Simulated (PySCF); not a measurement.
# (H2B-mu-H)3: geometry, NMR shifts, electronic excitations, spin-spin couplings and core binding energies

Aim: predict the NMR shifts, electronic excitations, spin-spin couplings and core binding energies of (H2B-mu-H)3.

Computed with PySCF 2.14.0, with density-fitted response routines of our own, on a single molecule in the gas phase. Atoms count from 0, in the outputs and in this text.

**1. The molecule as given**

12 atoms, charge 0, multiplicity 1; geometry from: GFN2-xTB. The atoms were then displaced at random by about 0.03 Å, so the start is not that level's minimum.

Bonds of the start (Å): B0–H1 1.16, B0–H2 1.30, B0–H3 1.27, B0–H11 1.20, H3–B4 1.30, B4–H5 1.18, B4–H6 1.22, B4–H7 1.28, H7–B8 1.20, B8–H9 1.17, B8–H10 1.22, B8–H11 1.30.

**2. Geometry optimisation at PBE0-D3(BJ)/def2-SVP**

Job settings and geometry (Å):

```
{"job": {"xc": "PBE0", "basis": "def2-SVP", "d3": "d3bj", "grid": 1, "maxiter": 40, "shake": 0.03, "kind": "geom"}, "charge": 0, "multiplicity": 1}
B      0.122300     0.839730    -0.986580
H      0.946710     1.651260    -1.071390
H     -0.844920     0.972430    -1.838460
H     -0.398320     1.094020     0.138360
B     -0.623140     0.290640     1.137540
H     -1.772540     0.117560     1.316140
H      0.022130     0.789600     2.050570
H     -0.007790    -0.799170     0.873380
B      0.547610    -1.211350    -0.112670
H      1.665600    -1.431830     0.151560
H     -0.104520    -2.122240    -0.587730
H      0.562350    -0.273390    -1.019720
```

Launch:

```sh
> OMP_NUM_THREADS=1 python probes_run.py task.json out
```

One launch serves the whole session: the jobs run in the order shown.

Log:

```text
step   0  E = -79.68362508  max force = 0.057186
step   1  E = -79.70026574  max force = 0.017563
step   2  E = -79.70640883  max force = 0.012550
step   3  E = -79.71016441  max force = 0.011227
step   4  E = -79.71227120  max force = 0.011309
step   5  E = -79.71389195  max force = 0.006846
step   6  E = -79.71450857  max force = 0.005280
step   7  E = -79.71581583  max force = 0.008276
step   8  E = -79.69543671  max force = 0.070162
step   9  E = -79.71746328  max force = 0.025195
step  10  E = -79.71871202  max force = 0.018201
step  11  E = -79.72058404  max force = 0.014156
step  12  E = -79.71585526  max force = 0.023782
step  13  E = -79.72179596  max force = 0.005835
step  14  E = -79.72181996  max force = 0.003206
step  15  E = -79.72224328  max force = 0.001418
step  16  E = -79.72232070  max force = 0.001469
step  17  E = -79.72235211  max force = 0.001317
step  18  E = -79.72247411  max force = 0.001754
step  19  E = -79.72254978  max force = 0.001872
step  20  E = -79.72269272  max force = 0.001770
step  21  E = -79.72279195  max force = 0.001134
step  22  E = -79.72283238  max force = 0.000648
step  23  E = -79.72284351  max force = 0.000472
step  24  E = -79.72285477  max force = 0.000474
step  25  E = -79.72286286  max force = 0.000320
optimisation converged
```

It took 77 s on 1 thread of Intel Xeon at 2.70GHz, shared host; peak memory 0.34 GiB.

The steps of the relaxation: (the energy doesn't fall at every step)

```csv
step,energy from step 0 (eV),largest force component (eV/Å)
0,0.0000,2.9406
1,-0.4528,0.9031
2,-0.6200,0.6453
3,-0.7222,0.5773
4,-0.7795,0.5815
5,-0.8236,0.3520
6,-0.8404,0.2715
7,-0.8760,0.4256
8,-0.3214,3.6079
9,-0.9208,1.2956
10,-0.9548,0.9359
11,-1.0057,0.7279
12,-0.8770,1.2229
13,-1.0387,0.3000
14,-1.0393,0.1649
15,-1.0509,0.0729
16,-1.0530,0.0755
17,-1.0538,0.0677
18,-1.0571,0.0902
19,-1.0592,0.0963
20,-1.0631,0.0910
21,-1.0658,0.0583
22,-1.0669,0.0333
23,-1.0672,0.0243
24,-1.0675,0.0244
25,-1.0677,0.0165
```

Distances of close pairs at the start and the end, largest changes first:

```csv
bond,before (Å),after (Å),change (Å)
H7–B8,1.204,1.324,+0.120
B0–H11,1.197,1.311,+0.113
B0–H2,1.296,1.208,-0.088
B0–H3,1.265,1.322,+0.056
B0–H1,1.160,1.203,+0.043
B8–H9,1.170,1.204,+0.034
B4–H5,1.176,1.198,+0.022
B4–H7,1.279,1.300,+0.020
```

The next job starts from the end point, and lists it.

```csv
at the end point,value
point group (found at 0.08 Å tolerance),C1
"rotational constants (GHz, main isotopes)","12.737, 12.502, 7.610"
dipole moment (D),0.43
```

**3. NMR shieldings: PBE0/pcSseg-1**

Job settings and geometry (Å):

```
{"job": {"kind": "nmr", "xc": "PBE0", "basis": "pcSseg-1"}, "charge": 0, "multiplicity": 1}
B      0.101342     0.758414    -0.847485
H      1.188135     1.245705    -1.014271
H     -0.794365     1.069333    -1.595346
H     -0.217979     1.320292     0.305456
B     -0.566617     0.238174     0.933294
H     -1.689631    -0.145120     0.766684
H     -0.308687     0.761278     1.995880
H      0.390076    -0.614961     1.146951
B      0.490855    -1.039963    -0.103305
H      1.691465    -1.130696    -0.108569
H     -0.164136    -2.044094    -0.234766
H     -0.004988    -0.501102    -1.193522
```

With the program's defaults for keys left out, this is: GIAO PBE0/pcSseg-1 NMR shielding, non-relativistic, gas phase.

Log:

```text
coarse grid: 8840 points
cycle   1  E = -79.7305824957  dE =  1.520e-02  |g| = 1.944e-01  |ddm| = 2.705e+00
cycle   2  E = -79.7407047492  dE = -1.012e-02  |g| = 1.114e-01  |ddm| = 3.832e-01
cycle   3  E = -79.7445513398  dE = -3.847e-03  |g| = 3.061e-02  |ddm| = 1.335e-01
cycle   4  E = -79.7448480457  dE = -2.967e-04  |g| = 4.370e-03  |ddm| = 4.207e-02
cycle   5  E = -79.7448540361  dE = -5.990e-06  |g| = 6.985e-04  |ddm| = 7.578e-03
final grid: 81976 points
cycle   6  E = -79.7599879930  dE = -2.409e-05  |g| = 4.501e-03  |ddm| = 2.937e-02
cycle   7  E = -79.7599886327  dE = -6.397e-07  |g| = 4.340e-03  |ddm| = 9.559e-03
cycle   8  E = -79.7599947665  dE = -6.134e-06  |g| = 1.516e-04  |ddm| = 4.579e-03
cycle   9  E = -79.7599947729  dE = -6.394e-09  |g| = 4.297e-05  |ddm| = 2.946e-04
cycle  10  E = -79.7599947734  dE = -5.739e-10  |g| = 1.612e-05  |ddm| = 8.120e-05
converged SCF energy = -79.7599947734

GIAO shielding tensors (ppm)
atom      isotropic    diamagn.    paramagn.     s11        s22        s33       span
  0 B      138.420     199.225     -60.805    127.043    135.046    153.169     26.126
  1 H       29.841      29.841       0.001     25.791     27.308     36.424     10.634
  2 H       28.736      29.541      -0.805     25.845     26.741     33.623      7.777
  3 H       32.952      31.179       1.773     29.734     31.608     37.514      7.780
  4 B      141.391     199.036     -57.645    119.370    147.724    157.079     37.710
  5 H       30.362      30.319       0.043     26.356     26.908     37.821     11.466
  6 H       27.894      28.616      -0.722     25.377     26.908     31.397      6.020
  7 H       32.181      31.212       0.969     28.754     31.076     36.712      7.958
  8 B      139.586     199.540     -59.954    128.893    136.040    153.825     24.932
  9 H       29.521      29.719      -0.198     25.734     27.055     35.772     10.038
 10 H       28.934      29.682      -0.748     25.938     26.637     34.227      8.289
 11 H       31.284      31.760      -0.476     28.763     29.338     35.751      6.988
```

Wall time 12 s (1 thread of Intel Xeon at 2.70GHz, shared host); peak memory 0.46 GiB.

The references, computed at this level on geometries of the same kind, shield at (ppm): ¹H TMS 31.27, ¹¹B BF3·OEt2 100.7. Their shielding less the atom's gives the shift. The references are single molecules in the gas phase. Atoms listed in one row are averaged.

```csv
atoms,environment,σ (ppm),δ (ppm)
"H1, H2, H5, H6, H9, H10",hydrogen on a boron,29.21,2.05
"H3, H7, H11",bridging hydrogen,32.14,-0.87
"B0, B4, B8",boron bonded to 4 H,139.8,-39.1
```

Charges from the same density, by scheme (e):

```csv
atoms,Mulliken,IAO,Hirshfeld,ESP fit
"B0, B4, B8",-0.31,-0.30,0.02,-0.26
```

Orbitals, density, ELF and potential are computed afterwards from the orbital file.

Frontier orbitals at PBE0/pcSseg-1, with the share of their density that lies nearest to each atom:

```csv
orbital,energy (eV),lies on
HOMO,-9.38,"H9 28 %; H1, H10 about 18 % each; B8 11 %"
LUMO,0.38,"H11 23 %; H3, H7 about 17 % each; H6 10 %"
```

ELF in a plane through or near 4 of the atoms.

Ten even steps from '0' (0.00) to '9' (1.00):
```
0000000000000000000000000000
0000000000000000000000000000
0000000000000000000000000000
0000000000000000000000000000
0000000000000012210000000000
0000000000000278986310000000
0000014531001499999620000000
0000279997201499999720000000
0001699999721279996300000000
0001799999841023331000000000
0000599999644311111000000000
0000147865689844788752000000
0000001112899858999997000000
0000000001898658999998000000
0000000000243137999996000000
0000000000000002567520000000
0000000000000000000000000000
0000000000000000000000000000
0000000000000000000000000000
0000000000000000000000000000
```
The map spans 8.9 Å across and 8.7 Å up, centred on the molecule. Atoms in the plane (x, y in Å): H2 (-1.9, 0.3), H5 (0.8, 1.2), H10 (1.2, -1.4), H11 (-0.6, -1.0).

log10 of the density (e/Å³) in the same plane.

Values, 10 rows by 14 columns:
```
-4.0 -4.0 -4.0 -4.0 -4.0 -4.0 -4.0 -4.0 -4.0 -4.0 -4.0 -4.0 -4.0 -4.0
-4.0 -4.0 -4.0 -4.0 -4.0 -3.9 -3.5 -3.1 -3.0 -3.2 -3.6 -4.0 -4.0 -4.0
-4.0 -4.0 -3.9 -3.4 -3.1 -2.8 -2.4 -1.9 -1.8 -2.1 -2.6 -3.4 -4.0 -4.0
-4.0 -3.4 -2.7 -2.0 -1.7 -1.6 -1.3 -0.4 -0.1 -0.9 -1.8 -2.9 -3.7 -4.0
-4.0 -2.9 -2.0 -0.8 -0.2 -0.6 -0.9 -0.4 -0.2 -0.9 -1.8 -2.8 -3.6 -4.0
-4.0 -2.9 -2.0 -0.8 -0.2 -0.4 -0.6 -0.9 -0.8 -1.2 -1.8 -2.7 -3.5 -4.0
-4.0 -3.3 -2.7 -1.9 -1.4 -0.7 -0.2 -0.5 -0.1 -0.2 -1.2 -2.4 -3.3 -4.0
-4.0 -4.0 -3.6 -3.0 -2.5 -1.8 -1.4 -1.1 -0.6 -0.8 -1.5 -2.6 -3.5 -4.0
-4.0 -4.0 -4.0 -4.0 -3.8 -3.3 -2.9 -2.5 -2.4 -2.4 -2.8 -3.5 -4.0 -4.0
-4.0 -4.0 -4.0 -4.0 -4.0 -4.0 -4.0 -3.8 -3.6 -3.7 -4.0 -4.0 -4.0 -4.0
```
The map spans 8.9 Å across and 8.7 Å up, centred on the molecule. Atoms in the plane (x, y in Å): H2 (-1.9, 0.3), H5 (0.8, 1.2), H10 (1.2, -1.4), H11 (-0.6, -1.0).

On the surface of density 0.002 e/bohr³ the electrostatic potential runs, from the 1st to the 99th percentile, from -0.27 to 1.16 V.

**4. Excited states and response: CAM-B3LYP/def2-SVPD**

Settings changed since step 3:

```diff
@@ -1,2 +1,2 @@
-{"job": {"kind": "nmr", "xc": "PBE0", "basis": "pcSseg-1"}, "charge": 0, "multiplicity": 1}
+{"job": {"kind": "uv", "xc": "CAM-B3LYP", "basis": "def2-SVPD", "ip": true, "nstates": 10}, "charge": 0, "multiplicity": 1}
 B      0.101342     0.758414    -0.847485
```

Method: TDDFT CAM-B3LYP/def2-SVPD, vertical, gas phase, core orbitals frozen in the response.

Log:

```text
coarse grid: 8840 points
cycle   1  E = -79.7322829984  dE =  1.828e-01  |g| = 1.872e-01  |ddm| = 5.988e+00
cycle   2  E = -79.7467288679  dE = -1.445e-02  |g| = 4.027e-02  |ddm| = 1.141e+00
cycle   3  E = -79.7473782257  dE = -6.494e-04  |g| = 1.499e-02  |ddm| = 2.627e-01
cycle   4  E = -79.7474574314  dE = -7.921e-05  |g| = 4.802e-03  |ddm| = 8.727e-02
cycle   5  E = -79.7474655615  dE = -8.130e-06  |g| = 4.464e-04  |ddm| = 1.913e-02
final grid: 81976 points
cycle   6  E = -79.7651669230  dE = -2.200e-05  |g| = 9.419e-04  |ddm| = 1.507e-01
cycle   7  E = -79.7651673012  dE = -3.782e-07  |g| = 2.381e-04  |ddm| = 1.395e-02
cycle   8  E = -79.7651673207  dE = -1.948e-08  |g| = 8.605e-05  |ddm| = 2.707e-03
cycle   9  E = -79.7651673235  dE = -2.847e-09  |g| = 1.983e-05  |ddm| = 5.776e-04
cycle  10  E = -79.7651673237  dE = -1.534e-10  |g| = 4.370e-06  |ddm| = 9.125e-05
converged SCF energy = -79.7651673237

Static polarisability (au): isotropic 52.347, principal 47.219 54.730 55.092

Singlet excitations
state   eV       nm        f      main configurations
  1   8.5671    144.7   0.00698   H->L+3 0.43, H->L 0.41, H->L+1 0.09
  2   8.7360    141.9   0.00939   H->L+4 0.66, H->L+2 0.15
  3   8.9520    138.5   0.00698   H-1->L+3 0.42, H-1->L 0.37
  4   8.9778    138.1   0.00647   H-1->L+4 0.50, H->L+3 0.18, H->L+1 0.11
  5   9.1232    135.9   0.01141   H->L+3 0.32, H->L 0.29, H-1->L+4 0.23
  6   9.2582    133.9   0.02545   H->L+1 0.40, H-1->L+3 0.14, H->L+4 0.11
  7   9.3482    132.6   0.06577   H->L+2 0.35, H-1->L+3 0.11, H-1->L+4 0.11
  8   9.4288    131.5   0.05353   H-1->L+1 0.24, H-1->L 0.20, H-1->L+2 0.18
  9   9.4992    130.5   0.01589   H-2->L 0.24, H-2->L+3 0.21, H-3->L 0.11
 10   9.5780    129.4   0.04883   H-3->L+4 0.16, H-1->L+2 0.15, H-1->L+1 0.13

Triplet excitations (Tamm-Dancoff, eV): 8.1739 8.2411 8.4045 8.5321
Vertical ionisation energy (delta-SCF) = 11.8953 eV
```

It took 83 s on 1 thread of Intel Xeon at 2.70GHz, shared host; peak memory 0.65 GiB.

The orbitals next to the gap, with their largest atomic shares:

```csv
orbital,eV,atoms
HOMO−3,-11.84,"B4 22 %, B0 18 %, B8 17 %"
HOMO−2,-11.69,"B0 17 %, B4 17 %, B8 16 %"
HOMO−1,-11.17,"B4 26 %, H5 19 %, B0 18 %"
HOMO,-10.83,"B8 29 %, B0 18 %, H9 17 %"
LUMO,1.00,"B4 25 %, B8 24 %, B0 24 %"
LUMO+1,1.23,"B4 32 %, B0 22 %, H6 11 %"
LUMO+2,1.25,"B8 34 %, B0 18 %, B4 9 %"
```

With each of the 10 states as a Gaussian band of 0.4 eV half-width at 1/e, the curve within the window shown has maxima at 132 nm (ε 8,400) L/(mol cm). Beyond the last state computed it falls off for lack of states. The curve at chosen wavelengths:

(nm, ε (L/mol/cm)): (126, 2573), (127, 3678), (128, 4903), (130, 7189), (131, 7963), (132, 8353), (133, 8328), (134, 7924), (136, 6354), (137, 5413), (138, 4500), (139, 3677), (140, 2975), (142, 1941), (143, 1577), (144, 1287), (145, 1052), (146, 857), (148, 552), (149, 433), (150, 333), (151, 250), (152, 184), (154, 93), (155, 63), (156, 42)

Leading natural transition orbitals of singlet state 7: the hole lies on H1 30 %; H2 20 %; H9 13 %; the particle on H2, H3, H6 about 15 % each; H1, H5, H9 about 9 % each.

Leading natural transition orbitals of singlet state 1: the hole lies on H9 29 %; H1 21 %; H10 16 %; the particle on H11 28 %; H3, H7 about 16 % each; H6 7 %.

Further results of this job:

```csv
property,computed
dipole moment (D),0.41
polarisability (Å³),7.76
HOMO–LUMO gap (eV),11.83
−ε(HOMO) (eV),10.83
```

(Part 1 of 2 ends here.)
